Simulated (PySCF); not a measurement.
Atom-mapped SMILES (the numbers label the heavy atoms): `[CH3:1][C:2]([CH3:3])([CH3:4])[Cl:5]` (H(Xn): hydrogen on atom n).

GIAO shifts from PySCF 2.14 on PBE0-D3(BJ)/def2-TZVP geometries (one conformer, non-relativistic, equivalent nuclei averaged), against TMS at the same level and in the same medium; PCM means IEF-PCM chloroform.

Measured (solution, not stated per compound (mostly CDCl3 or CCl4); Pretsch, Buehlmann, Badertscher, Structure Determination of Organic Compounds, 4th ed. (2009)): C2 66.7, C1/C3/C4 34.6, H(C1)/H(C3)/H(C4) 1.60 ppm.

Q: Which unscaled values do B97-2/pcSseg-2, gas; WP04/pcSseg-2, PCM; wB97X-D/pcSseg-2, PCM give, and how close are they?

A: 
```json
{"atoms": "C2", "measured": "66.7", "B97-2/pcSseg-2, gas": "72.9", "WP04/pcSseg-2, PCM": "83.8", "wB97X-D/pcSseg-2, PCM": "76.1"}
{"atoms": "C1/C3/C4", "measured": "34.6", "B97-2/pcSseg-2, gas": "36.6", "WP04/pcSseg-2, PCM": "36.7", "wB97X-D/pcSseg-2, PCM": "37.6"}
{"atoms": "H(C1)/H(C3)/H(C4)", "measured": "1.60", "B97-2/pcSseg-2, gas": "1.53", "WP04/pcSseg-2, PCM": "1.55", "wB97X-D/pcSseg-2, PCM": "1.58"}
```

Mean absolute error for 13C: B97-2/pcSseg-2, gas 4.1, WP04/pcSseg-2, PCM 9.6, wB97X-D/pcSseg-2, PCM 6.2 ppm.

Mean absolute error for 1H: B97-2/pcSseg-2, gas 0.07, WP04/pcSseg-2, PCM 0.05, wB97X-D/pcSseg-2, PCM 0.02 ppm.

Carbons that carry Cl, above all several Cl atoms, come out too deshielded, partly because spin–orbit coupling is missing.
